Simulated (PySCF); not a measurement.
CHCl3, quintet, at the geometry of the source list (a higher spin typed on purpose: for a closed-shell molecule this is an excited state); HF/3-21G run with PySCF.

PySCF was given this input:
```python
from pyscf import gto, scf

mol = gto.Mole()
mol.atom = '''
    Cl   -0.800000    1.481100   -0.435100
    C     0.002900    0.001100    0.115800
    Cl   -0.902500   -1.429700   -0.405600
    Cl    1.668900   -0.063700   -0.483400
    H     0.030600    0.011200    1.208400
'''
mol.basis = '3-21g'
mol.charge = 0
mol.spin = 4
mol.verbose = 4
mol.build()

mf = scf.UHF(mol)
mf.kernel()
mf.analyze()
```

What the program printed (banner, timings and long lists left out):

```
PySCF version 2.14.0

[INPUT] verbose = 4
[INPUT] num. atoms = 5
[INPUT] num. electrons = 58
[INPUT] charge = 0
[INPUT] spin (= nelec alpha-beta = 2S) = 4
[INPUT] symmetry False subgroup None
[INPUT] Mole.unit = angstrom
[INPUT] Symbol           X                Y                Z      unit          X                Y                Z       unit  Magmom
[...]
nuclear repulsion = 263.271923455643
number of shells = 28
number of NR pGTOs = 99
number of NR cGTOs = 50
basis = 3-21g
ecp = {}

******** <class 'pyscf.scf.uhf.UHF'> ********
method = UHF
initial guess = minao
damping factor = 0
level_shift factor = 0
DIIS = <class 'pyscf.scf.diis.CDIIS'>
diis_start_cycle = 1
diis_space = 8
diis_damp = 0
SCF conv_tol = 1e-09
SCF conv_tol_grad = None
SCF max_cycles = 50
direct_scf = True
direct_scf_tol = 1e-13
number electrons alpha = 31  beta = 27
Set gradient conv threshold to 3.16228e-05
init E= -1409.71607294948

cycle= 1 E= -1409.44024986319  delta_E= 0.276  |g|= 0.262  |ddm|= 6.66
cycle= 2 E= -1409.48842861408  delta_E= -0.0482  |g|= 0.135  |ddm|= 1.59
cycle= 3 E= -1409.49973416498  delta_E= -0.0113  |g|= 0.041  |ddm|= 0.287
cycle= 4 E= -1409.50387129343  delta_E= -0.00414  |g|= 0.0207  |ddm|= 0.407
cycle= 5 E= -1409.50615291624  delta_E= -0.00228  |g|= 0.02  |ddm|= 0.23
cycle= 6 E= -1409.50742895919  delta_E= -0.00128  |g|= 0.0221  |ddm|= 0.0806
cycle= 7 E= -1409.50422905624  delta_E= 0.0032  |g|= 0.0177  |ddm|= 0.216
cycle= 8 E= -1409.50452386185  delta_E= -0.000295  |g|= 0.0166  |ddm|= 0.0685
cycle= 9 E= -1409.50478338926  delta_E= -0.00026  |g|= 0.0168  |ddm|= 0.0284
cycle= 10 E= -1409.50301261791  delta_E= 0.00177  |g|= 0.0138  |ddm|= 0.221
cycle= 11 E= -1409.50381522476  delta_E= -0.000803  |g|= 0.0123  |ddm|= 0.132
cycle= 12 E= -1409.50526681093  delta_E= -0.00145  |g|= 0.0107  |ddm|= 0.233
cycle= 13 E= -1409.50778590646  delta_E= -0.00252  |g|= 0.00973  |ddm|= 0.724
cycle= 14 E= -1409.50754754569  delta_E= 0.000238  |g|= 0.00441  |ddm|= 0.181
cycle= 15 E= -1409.50762977198  delta_E= -8.22e-05  |g|= 0.00341  |ddm|= 0.0439
cycle= 16 E= -1409.5076459198  delta_E= -1.61e-05  |g|= 0.00556  |ddm|= 0.225
cycle= 17 E= -1409.50773399867  delta_E= -8.81e-05  |g|= 0.00241  |ddm|= 0.141
cycle= 18 E= -1409.50771939945  delta_E= 1.46e-05  |g|= 0.00278  |ddm|= 0.04
cycle= 19 E= -1409.50772459077  delta_E= -5.19e-06  |g|= 0.00265  |ddm|= 0.0103
cycle= 20 E= -1409.50771466678  delta_E= 9.92e-06  |g|= 0.00247  |ddm|= 0.011
[...]
SCF not converged.
Total Energy =                       -1409.507721131206608
[...]
spin_pop of  0 Cl 4s        0.00217
spin_pop of  0 Cl 2px       0.00001
spin_pop of  0 Cl 2py       0.00000
spin_pop of  0 Cl 2pz       0.00000
spin_pop of  0 Cl 3px       0.26971
spin_pop of  0 Cl 3py       0.10811
spin_pop of  0 Cl 3pz       0.02608
spin_pop of  0 Cl 4px       0.00084
spin_pop of  0 Cl 4py       0.00304
spin_pop of  0 Cl 4pz       0.00017
spin_pop of  1 C 1s       -0.00001
spin_pop of  1 C 2s        0.36486
spin_pop of  1 C 3s        0.00824
spin_pop of  1 C 2px       0.46677
spin_pop of  1 C 2py       0.16574
spin_pop of  1 C 2pz       0.27109
spin_pop of  1 C 3px       0.01879
spin_pop of  1 C 3py       0.00594
spin_pop of  1 C 3pz       0.00438
spin_pop of  2 Cl 1s       -0.00000
spin_pop of  2 Cl 2s       -0.00000
spin_pop of  2 Cl 3s        0.05292
spin_pop of  2 Cl 4s        0.00669
spin_pop of  2 Cl 2px       0.00001
spin_pop of  2 Cl 2py       0.00001
spin_pop of  2 Cl 2pz       0.00002
spin_pop of  2 Cl 3px       0.30118
spin_pop of  2 Cl 3py       0.28579
spin_pop of  2 Cl 3pz       0.42253
spin_pop of  2 Cl 4px       0.00362
spin_pop of  2 Cl 4py       0.01240
spin_pop of  2 Cl 4pz       0.00117
spin_pop of  3 Cl 1s       -0.00000
spin_pop of  3 Cl 2s       -0.00000
spin_pop of  3 Cl 3s        0.05236
spin_pop of  3 Cl 4s        0.00669
spin_pop of  3 Cl 2px       0.00001
spin_pop of  3 Cl 2py       0.00001
spin_pop of  3 Cl 2pz       0.00002
spin_pop of  3 Cl 3px       0.22092
spin_pop of  3 Cl 3py       0.35096
spin_pop of  3 Cl 3pz       0.42713
spin_pop of  3 Cl 4px       0.01653
spin_pop of  3 Cl 4py      -0.00092
spin_pop of  3 Cl 4pz       0.00150
spin_pop of  4 H 1s        0.10924
spin_pop of  4 H 2s        0.00443
 ** Mulliken Spin Density (per atom)  **
spin density of  0 Cl =      0.41898
spin density of  1 C =      1.30580
spin density of  2 Cl =      1.08634
spin density of  3 Cl =      1.07522
spin density of  4 H =      0.11366
 ** Mulliken pop alpha/beta on meta-lowdin orthogonal AOs **
 ** Mulliken pop       alpha | beta **
In total            31.00000 | 27.00000
 ** Mulliken atomic charges   ( Nelec_alpha | Nelec_beta ) **
charge of  0Cl =      0.03830  (     8.69034      8.27136 )
charge of  1C =     -0.47818  (     3.89199      2.58619 )
charge of  2Cl =      0.11838  (     8.98398      7.89764 )
charge of  3Cl =      0.11177  (     8.98173      7.90650 )
charge of  4H =      0.20973  (     0.45197      0.33830 )
Dipole moment(X, Y, Z, Debye):  0.09388, -0.18387,  1.51671
```

Convergence was not reached.
